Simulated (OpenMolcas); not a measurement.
## Exact exchange and the HOMO–LUMO gap of SiNH4F

SiNH4F: 7 atoms, total charge 0, spin state singlet. As SMILES, `N[SiH2]F`. The coordinates come from a PBE0-D4/def2-TZVP relaxation. This is one conformer, not always the lowest.

The HOMO–LUMO gap y, in eV, basis aug-cc-pVDZ; a is the functional's share of exact exchange. Programs: OpenMolcas 26.06.

```
functional     program     a  y (eV)
      BLYP  OpenMolcas     0    5.68
       PBE  OpenMolcas     0    5.83
     B3LYP  OpenMolcas   0.2       ?
      PBE0  OpenMolcas  0.25    7.88
     BHLYP  OpenMolcas   0.5    9.59
```

**Question.** Fit y = c + s·a to the known rows and predict B3LYP.

**Answer.** 
1. Means of the 4 rows: a = 0.1875, y = 7.245.
2. Σ(Δa)² = 0.17188, Σ(Δa·Δy) = 1.3312, so the slope is 1.3312/0.17188 = 7.7449.
3. Intercept: 7.245 − (7.7449) × 0.1875 = 5.793. The largest residual of the fit is 0.15.
4. B3LYP: 5.793 + (7.7449) × 0.2 = 7.34 eV.

The run gave 7.35 eV, so the prediction is off by -0.01 eV, within the scatter of the fit. Exact exchange lowers occupied levels and raises empty ones.
